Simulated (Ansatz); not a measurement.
fcc Al was calculated with BLYP (Ansatz, a quantum-chemistry and plane-wave program, PAW).

Run with plane-wave cutoff 520 eV, 24×24×24 k mesh, Fermi–Dirac smearing 0.05 eV, scalar-relativistic PAW data made under PBE.

Cell (relaxed at this level):

```yaml
crystal:
  lattice:
    - [0.00000, 2.05693, 2.05693]
    - [2.05693, 0.00000, 2.05693]
    - [2.05693, 2.05693, 0.00000]
  atoms:
    - { symbol: Al, position: [0.00000, 0.00000, 0.00000] }
```

Problem. What does this level give for the bulk modulus B0 and pressure derivative B′ of the bulk modulus?

Solution. 
bulk modulus B0: 54.7 GPa
pressure derivative B′ of the bulk modulus: 5.6

The run finds no gap.

Measured, for comparison: bulk modulus 80.8 GPa (corrected for temperature and zero-point phonon effects, our sources range from 77.1 to 82.0; as tabulated in Levämäki et al. (2014), arXiv:1402.3671). Computed (rounded) less measured: bulk modulus -32 % (-29 % to -33 % over the range).

The computed numbers hold no vibrational or temperature effects.

Computing time: around 50 core-seconds (rough).
